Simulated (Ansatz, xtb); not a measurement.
**C4H8N2: 9 structures ranked**

9 gas-phase structures of C4H8N2, from a drawn sample of its isomers (lower ones may exist). Each was relaxed with GFN2-xTB; where two conformers were screened, the lower at r2SCAN-D4/def2-SVP is listed:

A. `C=NN=C(C)C`, a singlet
B. `[H]/N=C\C1(N)CC1`, a singlet
C. `C/C=N\N=C\C`, a singlet
D. `CN1CCC=N1`, a singlet
E. `[H]/N=C\CC/C=N/[H]`, a singlet
F. `[H]/N=C1/CC[C@@H]1N`, a singlet
G. `N#CCCCN`, a singlet
H. `[H]/N=C(\C)CN=C`, a singlet
I. `C[C@@H]1CC=NN1`, a singlet

**Question.** Make a reasoned guess at their ranking by r2SCAN-D4/def2-SVP single-point energy.

**Answer.** Calculated order at r2SCAN-D4/def2-SVP: G (0.0), I (10.0), E (14.2), D (14.5), F (15.6), H (16.2), B (16.5), C (21.7), A (23.9) kcal/mol. Less than 1 kcal/mol parts E and D; F and H; H and B, so the order within those pairs means little.

Energies above the lowest of each column, in kcal/mol; the last columns are at B3LYP-D3(BJ)/def2-SVP geometries and were run for some of them only (a dash: not run or not comparable):

| structure | GFN2-xTB | HF/STO-3G | r2SCAN-D4/def2-SVP | B3LYP-D3(BJ)/def2-SVP | CCSD(T)/def2-SVP + ΔMP2/def2-TZVPP |
| --- | --- | --- | --- | --- | --- |
| G | 15.2 | 0.0 | 0.0 | 0.0 | 0.0 |
| I | 1.4 | 2.8 | 10.0 | 13.2 | 19.0 |
| E | 27.1 | 41.9 | 14.2 | 13.3 | – |
| D | 0.0 | 4.5 | 14.5 | 17.0 | – |
| F | 16.4 | 23.8 | 15.6 | 17.4 | – |
| H | 20.2 | 38.5 | 16.2 | – | – |
| B | 25.8 | 44.1 | 16.5 | – | – |
| C | 23.6 | 34.0 | 21.7 | – | – |
| A | 15.0 | 51.3 | 23.9 | – | – |

CCSD(T)/def2-SVP + ΔMP2/def2-TZVPP puts G lowest of those it was run on; GFN2-xTB picks D. Some further structures that were screened fall inside this span and aren't listed. Flexible structures stand in one conformer each, not always the lowest. Frequencies (GFN2-xTB) were run for G, I alone. ΔMP2 is the change of the MP2 energy from the smaller to the larger basis.

Over these structures GFN2-xTB departs from r2SCAN-D4/def2-SVP by 8.1 kcal/mol on average once a common shift is removed. A GFN2-xTB relaxation took about 0.14 s and the r2SCAN-D4/def2-SVP energy about 2.2 s on a shared host (Ansatz 0.2.0, xtb 6.7.1).
